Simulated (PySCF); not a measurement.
Rock-salt LiF: correlation energy from several methods in one and the same small orbital space (PySCF; 2 atoms at the zone centre, 8 electrons in 26 orbitals, empty ones MP2 natural orbitals of a DZ basis, lattice constant set to 5.23406 Å). Its volume lies 119 % above that of the crystal's usual cell. It tests the methods against each other and lies far from the crystal's limit.

```
method    E_corr (eV per atom)  share of full CI (%)  error (meV)
--------  --------------------  --------------------  -----------
MP2                    -2.3845                  94.6          135
CCSD                   -2.4835                  98.6           36
CCSD(T)                -2.5138                  99.8            6
CCSDT                  -2.5173                  99.9            2
CCSDT(Q)               -2.5192                 100.0            0
full CI                -2.5194                 100.0            0
```

The Hartree–Fock determinant has a weight of 0.96 in the full CI state.

MP2, (T) and (Q) use filled levels shifted down by the Madelung term, which in so small a cell is a large part of the gap, so these rows hang on it.
